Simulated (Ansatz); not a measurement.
Which is lower?

Two relaxed structures of CH5OSi (charge -1), closed shell (PBE0-D4/def2-TZVPD; forces vanish, vibrations not checked).

A:

O1  (-1.283, 0.168, -1.394)
C2  (0.030, 0.395, -0.836)
Si3  (0.141, -0.328, 0.976)
H4  (-1.719, -0.399, -0.742)
H5  (0.221, 1.474, -0.879)
H6  (0.404, 0.960, 1.775)
H7  (1.605, -0.795, 0.966)
H8  (0.773, -0.091, -1.485)
(Å)

B:

```
8
angstrom
O -1.4763 0.0847 -1.3176
C 0.5699 -0.3915 0.5958
Si 0.2717 0.1253 -1.2682
H -1.8574 0.5624 -0.5762
H 0.4819 1.6497 -0.9817
H -0.0880 0.1361 1.3044
H 1.6076 -0.1685 0.8790
H 0.4159 -1.4681 0.7339
```

Ansatz 0.2.0; basis: def2-TZVPPD; cores frozen in the correlated methods. B3LYP uses VWN-RPA correlation.

Which structure is lower at CCSD(T), and by how much? (To be estimated.)

Computed: B, by 145.2 kJ/mol (electronic energy, against the other). By their contacts, A is CH₅OSi ([OH][CH2][SiH2]), total charge -1 and B is CH₅OSi ([CH3][SiH][OH]), total charge -1.

All methods give the same order:

```
   method  E(B) − E(A) (kJ/mol)
   PBE-D4                -130.5
r2SCAN-D4                -141.0
  PBE0-D4                -134.9
 B3LYP-D4                -141.9
  wB97M-V                -145.7
       HF                -151.5
      MP2                -154.6
     CCSD                -147.1
  CCSD(T)                -145.2
```

The T1 diagnostic stays at or below 0.015.

Labels in which every atom is bracketed show which atoms are joined, not bond orders.

For scale, one of the runs: CCSD(T)/def2-TZVPPD, 210 basis functions, launched by `ansatz run in.yaml --threads 2 --pin off --events-out ev --progress --plain --max-ram 4352MiB`. Time: 75 s of wall clock on 2 CPU threads of an Intel Xeon Platinum 8175M; the host was shared. Peak host memory: 2.9 GiB.
